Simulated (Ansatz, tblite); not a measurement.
## Ladder of methods for the elastic constant C12 of black phosphorus

Reference value: 3 GPa (measured, temperature not stated, not corrected to a static lattice, axes: 1 zigzag (a = 3.32 Å), 2 across the layers (b), 3 armchair (c); as tabulated in Pogna et al. (2022), arXiv:2206.03736).

Problem. Put these levels in order of the elastic constant C12 that they give for black phosphorus, smallest first: GFN2-xTB (tblite), HSE06 (Ansatz, a program for electronic structure), r²SCAN (Ansatz).

Solution. HSE06 (0.77 GPa), r²SCAN (3.12 GPa), GFN2-xTB (11.4 GPa)

Unless a cell is named, each level is at its own relaxed cell (GFN2-xTB 17.71, r²SCAN 20.70, HSE06 20.84 Å³/atom).

Differences against the reference: GFN2-xTB +280 %, r²SCAN +4.0 %, HSE06 -74 %.

The measured value isn't corrected to a static lattice, so vibrations enter the comparison.  r²SCAN, HSE06: the cell comes from a level without a dispersion term, which matters for the spacing of layers, chains or molecules. GFN2-xTB: the method was fitted mainly to molecules. GFN2-xTB: the run uses a supercell at the zone centre in place of a k mesh. Each level is taken at its own relaxed cell. Cutoffs and k meshes differ between the levels. Ansatz's density-functional and Hartree–Fock values are scalar-relativistic unless marked +SOC, with PAW data made under PBE.

Differences are worked out from the printed values.
